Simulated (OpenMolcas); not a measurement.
How basis sets differ on AlPH4O (SMILES [AlH2][O]P)

AlPH4O: 7 atoms, total charge 0, spin state singlet. SMILES: `[AlH2][O]P`. Geometry: a GFN2-xTB relaxation, a rough one for these elements and not checked as a minimum. This is one conformer, not always the lowest.

Each level gives the HOMO–LUMO gap (eV). The values are calculated.

| level | kind | program | value (eV) |
| --- | --- | --- | --- |
| HF/STO-3G | Hartree–Fock | OpenMolcas | 16.18 |
| HF/3-21G | Hartree–Fock | OpenMolcas | 11.73 |
| HF/def2-SVP | Hartree–Fock | OpenMolcas | 11.90 |
| HF/cc-pVTZ (RICD fitting) | Hartree–Fock | OpenMolcas | 11.57 |

The values span 11.57 to 16.18 eV. A Hartree–Fock LUMO above zero doesn't converge with the basis: it sinks as sets grow more diffuse. Orbital gaps aren't excitation energies.
